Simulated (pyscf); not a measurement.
This saddle point was located with ωB97X-D3(BJ)/def2-SVP in PySCF.

```
Si
F 1 1.6194
H 1 1.4784 2 116.23
H 1 1.5334 3 125.23 2 -162.83
N 1 1.8861 3 96.82 2 101.16
F 5 1.3724 1 108.84 3 173.40
F 5 1.3787 6 104.03 4 86.01
H 1 1.6443 3 92.71 5 161.32
```
Charge 0, spin multiplicity 2.

Surface: doublet, charge 0. Lowest wavenumbers (cm⁻¹): 640i, 95, 158, 291, 302.

Question: Name the species on either side of this saddle.

Answer: `[F][N][F]` [doublet] + `[F][SiH3]` ⇌ `[F][SiH2][N]([F])[F]` + `[H]` [doublet], a substitution at Si read from left to right: H–Si broken and N–Si formed. At ωB97M-D3(BJ)/def2-TZVP it lies +39.0 kcal/mol from the left side (each side as separated species at their lowest minima found). F–SiH₂–N(F)–F lies 207.4 kcal/mol over its isomer H₂N–Si(F)(F)–F (electronic energy, ωB97M-D3(BJ)/def2-TZVP). One saddle was located; it need not be the lowest between these sides. The angle at the attacked Si is 159°.
